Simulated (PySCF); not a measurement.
# How methods differ on the ionisation energy of Ne

Ne [Ne] (1S) → Ne⁺ [He] 2s2 2p5 (2P), as a difference of total energies. Computed with PySCF 2.14 in x2c-TZVPPall, with scalar relativity by spin-free X2C-1e. Correlated levels: valence: 1s2 frozen; valence and next inner shell: nothing frozen. The calculations carry no spin-orbit coupling.

| method | ionisation energy (eV) | error (eV) |
| --- | --- | --- |
| UHF | 19.653 | -1.944 |
| LDA | 22.136 | +0.539 |
| PBE | 21.598 | +0.001 |
| PBE0 | 21.410 | -0.187 |
| r2SCAN | 21.449 | -0.148 |
| revPBE | 21.467 | -0.130 |
| r2SCAN0 | 21.296 | -0.301 |
| PBEsol | 21.631 | +0.034 |
| M06-2X | 21.463 | -0.134 |
| MP2 (valence) | 21.517 | -0.080 |
| SCS-MP2 (valence) | 21.370 | -0.227 |
| MP2 (valence and next inner shell) | 21.526 | -0.071 |
| SCS-MP2 (valence and next inner shell) | 21.375 | -0.222 |

Reference: 21.597 eV (measured; NIST levels, between the centres of gravity of the two terms).

Errors of the correlated levels include the incompleteness of this basis and the frozen core.
